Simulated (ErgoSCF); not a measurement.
**C2H5F (SMILES CCF) at 4 levels**

We compute a comparison of 4 runs (UHF/3-21G, UKT3/3-21G, UKT3/Turbomole-SV, UBP86/def2-SVP) of C2H5F. 

The results are computed with ErgoSCF 3.8.

8 further runs of the same task are left out: 4 that didn't finish, 4 set aside as unsound or not needed.

**1. The molecule**

C2H5F: 8 atoms, total charge 0, spin state singlet. SMILES: `CCF`. The coordinates come from a PBE0-D4/def2-TZVP relaxation.

Bond lengths: C1–C2 1.504 Å, C2–F3 1.386 Å, C1–H4 1.093 Å, C1–H5 1.092 Å, C1–H6 1.091 Å, C2–H7 1.094 Å, C2–H8 1.094 Å. Some angles: C1–C2–F3 110.1°, C1–C2–H7 111.6°, C1–C2–H8 111.6°, F3–C2–H7 107.4°, F3–C2–H8 107.4°, C2–C1–H4 109.9°, C2–C1–H5 110.8°, C2–C1–H6 110.8°, H7–C2–H8 108.6°, H4–C1–H5 108.4°.

**2. The energy at UHF/3-21G (run 1)**

The input, geom.xyz:

```xyz
8

C     -0.431700     0.566900    -0.264600
C      0.378400    -0.599100     0.230500
F      1.663300    -0.186400     0.546500
H     -1.443900     0.237400    -0.512600
H      0.018600     0.998500    -1.160400
H     -0.500300     1.343000     0.499800
H      0.464000    -1.381500    -0.529800
H     -0.056300    -1.036000     1.134800
```

The basis set 3-21G is read from a file made from the Basis Set Exchange's data (not shown).

Run with:

```console
$ ergo -m geom.xyz -e 'set_nthreads(1)' -e 'scf.output_mulliken_pop = 1' -e 'scf.max_number_of_iterations = 100' -e 'basis = "3-21G"' -e 'scf.use_diagonalization = 1' -e 'tmpdir = "."' -e 'scf.starting_guess_disturbance = 0.02' -e 'scf.force_unrestricted = 1' -e 'charge = 0' -e 'run "HF"'
```

What it wrote:

```text
[...]
INSC SCF_general constructor, number of basis functions: 37
[...]
INSC Energy   1 =       -104.75688820425
[...]
INDE E_LUMO =          0.27161216143
[...]
INSC Energy  19 =       -177.10782733990  ( diff     -0.000000000002217 )
[...]
RESC CONVERGED after  19 iterations.
RESC FINAL ENERGY:       -177.10782733990
RESC FINAL <S2> =          0.00000000000
[...]
INSC SCF: dipole_moment_x [atomic units] =      -0.81940679
INSC SCF: dipole_moment_y [atomic units] =      -0.18867937
INSC SCF: dipole_moment_z [atomic units] =      -0.21697423
[...]
```

It took 3.6 s on 1 thread of Intel Xeon 6975P-C (Granite Rapids), shared host; peak memory 0.27 GiB.

**3. A single-point energy at UKT3/3-21G (run 2)**

The input, ergo.in:

```
set_nthreads(1)
molecule_inline
C  -0.81579477 1.07128574 -0.50002153
C  0.71507237 -1.13213492 0.43558187
F  3.14318146 -0.35224495 1.03273533
H  -2.72857555 0.44862098 -0.96867361
H  0.03514891 1.88689154 -2.19283820
H  -0.94542998 2.53790219 0.94448512
H  0.87683292 -2.61065664 -1.00117690
H  -0.10639158 -1.95775627 2.14446121
EOF
basis = "3-21G"
XC.type = "Turbo"
scf.starting_guess_disturbance = 0.1
scf.max_number_of_iterations = 100
tmpdir = "."
scf.force_unrestricted = 1
scf.output_mulliken_pop = 1
run "KT3"
```

Run with:

```console
$ ergo ergo.in
```

What it wrote:

```text
[...]
INDF Weighted mixed functional:
[...]
INSC Energy   1 =       -110.98957881632
[...]
INDE PURIFICATION CONVERGED after 39 iterations
[...]
INDE PURIFICATION CONVERGED after 39 iterations
[...]
INDE PURIFICATION CONVERGED after 28 iterations
[...]
INDE E(LUMO) - E(HOMO) <=          0.38657707201 =         10.51929807059 eV
[...]
INSC Energy  23 =       -180.49398959812  ( diff     -0.000000000027001 )
[...]
RESC CONVERGED after  23 iterations.
RESC FINAL ENERGY:       -180.49398959812
RESC FINAL <S2> =          0.00000000000
[...]
INSC SCF: dipole_moment_x [atomic units] =      -0.62267878
INSC SCF: dipole_moment_y [atomic units] =      -0.12716957
INSC SCF: dipole_moment_z [atomic units] =      -0.16824288
[...]
```

Wall time 6.3 s (1 thread of Intel Xeon 6975P-C (Granite Rapids), shared host); peak memory 0.27 GiB.

Run 3 isn't shown in full; the table further down has it.

**4. A single-point energy at UBP86/def2-SVP (run 4)**

The input, ergo.in:

```
set_nthreads(1)
molecule_inline Angstrom
C     -0.431700     0.566900    -0.264600
C      0.378400    -0.599100     0.230500
F      1.663300    -0.186400     0.546500
H     -1.443900     0.237400    -0.512600
H      0.018600     0.998500    -1.160400
H     -0.500300     1.343000     0.499800
H      0.464000    -1.381500    -0.529800
H     -0.056300    -1.036000     1.134800
EOF
XC.type = "GC2"
scf.output_mulliken_pop = 1
tmpdir = "."
scf.starting_guess_disturbance = 0.02
scf.use_diagonalization = 1
scf.force_unrestricted = 1
scf.max_number_of_iterations = 80
basis = "def2-SVP"
run "BP86"
```

The basis set def2-SVP is read from a file made from the Basis Set Exchange's data (not shown).

Run with:

```console
$ ergo ergo.in
```

What it wrote:

```text
[...]
INDF Weighted mixed functional:
[...]
INSC Energy   1 =        -66.20962593726
[...]
INDE E_LUMO =          0.04877466304
[...]
INSC Energy  27 =       -178.91627104939  ( diff     -0.000000000000739 )
[...]
RESC CONVERGED after  27 iterations.
RESC FINAL ENERGY:       -178.91627104939
RESC FINAL <S2> =          0.00000000000
[...]
INSC SCF: dipole_moment_x [atomic units] =      -0.62771894
INSC SCF: dipole_moment_y [atomic units] =      -0.12904334
INSC SCF: dipole_moment_z [atomic units] =      -0.16942687
[...]
```

Wall time 26 s (1 thread of Intel Xeon 6975P-C (Granite Rapids), shared host); peak memory 0.27 GiB.

**5. All runs side by side**

```
run                                    level           solver  guess disturbance  energy (Eh)  dipole moment (D)  wall time
  1                                UHF/3-21G  diagonalisation               0.02  -177.107827               2.21      3.6 s
  2                               UKT3/3-21G     purification                0.1  -180.493990               1.67      6.3 s
  3  UKT3/Turbomole-SV (Cartesian functions)     purification               0.02  -181.328235               1.94      7.5 s
  4                           UBP86/def2-SVP  diagonalisation               0.02  -178.916271               1.68       26 s
```

**6. Results**

```
            quantity          value
 run 4: total energy  -178.91627 Eh
run 4: dipole moment         1.68 D
```

**Reading.** The dipole moment (its size) runs from 1.67 D (UKT3/3-21G) to 2.21 D (UHF/3-21G). Totals of different functionals can't be ranked against each other. All runs together took 44 s, the longest 26 s.
